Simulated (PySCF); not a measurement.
Gas-phase reaction: Cl₂ + AlOCl + AlH₃ = AlCl₃.H₂O + AlH

Energies from PySCF, thermal terms from the rigid-rotor harmonic-oscillator model, ideal gas at 1 bar. † marks an energy on the PBE0/def2-TZVP geometry and frequencies. All species are closed-shell singlets. Adducts (AlCl₃.H₂O) have no counterpoise correction, and HF, PBE, BLYP, B3LYP and PBE0 lack dispersion. AlH₃, AlCl₃.H₂O: computed as isolated molecules; such fragments, hydroxides, amides, oligomers or adducts are transient or little studied in the gas.

ωB97M-V/def2-TZVP† gives ΔH°(298 K) = -594 kJ.

Problem. What do M06-2X/def2-TZVP†, ωB97X-V/def2-TZVP†, LDA/def2-TZVP† give?

Solution. M06-2X/def2-TZVP†: -620 kJ; ωB97X-V/def2-TZVP†: -584 kJ; LDA/def2-TZVP†: -580 kJ. For scale, ΔH°(298 K) is -594 kJ at this level, -584 kJ at ωB97X-V/def2-TZVP†, and runs from -672 to -189 kJ over the 20 levels computed.
